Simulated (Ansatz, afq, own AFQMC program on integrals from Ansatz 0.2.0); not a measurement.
**AlNH₃, doublet, reference energies and how methods fare**

| atom | x (Å) | y (Å) | z (Å) |
| --- | --- | --- | --- |
| Al | 0.0000 | -0.1040 | 0.6488 |
| N | 0.0000 | 0.0875 | -1.1147 |
| H | 0.0000 | 1.2565 | 1.4988 |
| H | 0.0000 | 0.9771 | -1.5913 |
| H | 0.0000 | -0.6657 | -1.7833 |

Geometry: a PBE0/def2-TZVP stationary point, not shown to be a minimum. Basis cc-pVDZ. Noble-gas cores (and the filled d shells of Ga–Kr and In–Xe) are frozen. AFQMC by an in-house program on the Cholesky factors that Ansatz 0.2.0 writes for its CCSD(T) run. ph-AFQMC/CISD is guided by a CISD state made of CCSD amplitudes; releasing the constraint for a short imaginary time cuts its bias at the price of noise, slowly where states lie close. Error bars are statistical, one sigma.

Best estimates are CCSD(T) at the basis-set limit (def2-TZVPP/QZVPP) plus the step from CCSD(T) to the highest rung at hand in cc-pVDZ, named in the table (released AFQMC can keep some 10 meV of bias). No zero-point, core-correlation or spin–orbit terms. Other levels are in cc-pVDZ, the functionals in def2-TZVP; a dash marks a level that is missing or breaks spin symmetry for a member.

Cautions: AlNH₃ (doublet): the released energies move by 1.5 errors or more from one time to the next, so no released level is given (meV from the phaseless value at times in 1/Eh: 1 ± 4 at 0.24, -7 ± 4 at 0.51, -6.7 ± 2.1 at 0.99, 3 ± 3 at 1.62, -4 ± 4 at 2.40), though the last usable value meets CCSDT(Q) within the noise; AlNH₃⁺ (triplet): another spin lies lower, the released energies have errors that jump between times, so the bars are unsure, so no released level is given (meV from the phaseless value at times in 1/Eh: -3.8 ± 1.3 at 0.24, -5.5 ± 0.9 at 0.51, -8.8 ± 1.6 at 0.99, -3 ± 7 at 1.62, -9.2 ± 1.0 at 2.40), though the last usable value meets CCSDT(Q) within the noise; AlNH₃⁺ (singlet): raised T1 diagnostic (T1 0.021, weight of the determinant 0.89, largest double 0.07), the released energies are still falling, so no released level is given (meV from the phaseless value at times in 1/Eh: -6 ± 4 at 0.24, -4 ± 4 at 0.51, -10 ± 5 at 0.99, -10 ± 4 at 1.62, -16 ± 6 at 2.40); row 1: this isn't the first ionization.

| process | best estimate (kJ/mol) | highest rung |
| --- | --- | --- |
| to charge +1, triplet (vertical) | 973 | CCSDT(Q) |
| to charge +1, singlet (vertical) | 747 | CCSDT(Q) |
| to free atoms | 1395 | CCSDT(Q) |

Errors against the best estimates in kJ/mol, the processes numbered in the order above:

| level | error, 1 | error, 2 | error, 3 |
| --- | --- | --- | --- |
| MP2 | -38 | -19 | -160 |
| CCSD(T) | -49 | -17 | -174 |
| ph-AFQMC/CISD | -47 ± 0.5 | -17 ± 0.6 | -172 ± 0.5 |
| CCSD(T)/CBS | -1 | 0 | -2 |
| PBE | -5 | -2 | 3 |
| r2SCAN | -19 | 12 | -5 |
| PBE0 | -19 | 8 | -25 |
| B3LYP | -9 | 8 | -8 |
| wB97M-V | -13 | -16 | -11 |
| B2PLYP | -17 | -4 | -27 |

Cost at the first geometry (cards were shared with other jobs): PBE0/cc-pVDZ, 1 s on 1 thread of AMD EPYC 7R13 Processor (Zen 3) (shared host); UCCSD(T)/cc-pVDZ, 2.1 s on 1 × NVIDIA H100 80GB HBM3 with 1 thread of AMD EPYC 7R13 Processor (Zen 3) (shared host); CCSD(T)/def2-QZVPP, 5.5 s on 1 × NVIDIA H100 80GB HBM3 with 1 thread of AMD EPYC 7R13 Processor (Zen 3), with other jobs on the host; CCSDT(Q), 3.7 s on 1 × NVIDIA H100 80GB HBM3 with 1 thread of AMD EPYC 7R13 Processor (Zen 3) (shared host); ph-AFQMC/CISD with release, 44 s on 1 × NVIDIA H100 80GB HBM3 with 2 threads of AMD EPYC 7R13 Processor (Zen 3), with other jobs on the host.

Best estimates are given only where the step beyond CCSD(T) is under 0.3 eV and no member's determinant is very poor (T1 over 0.05, or 0.07 for open shells, ⟨S²⟩ too high by 0.3, two states mixed), so the hardest cases are missing from such tables.

The functionals ran in a triple-zeta set and keep a basis error of their own, a few kJ/mol for each bond in atomization energies and more for double hybrids, so close places among them and the extrapolated levels can swap.

CCSDT and higher add their correlation energy to the determinant of the CCSD(T) run, since their own runs factorise the integrals more tightly (a shift of under 2 meV). Each member of a difference takes its own highest rung, so a best estimate needn't equal the limit plus the step of one row. A walk keeps the symmetry of its determinant, which the program's search chose and which needn't be the lowest solution, so a lower state of the same spin and another symmetry isn't excluded.
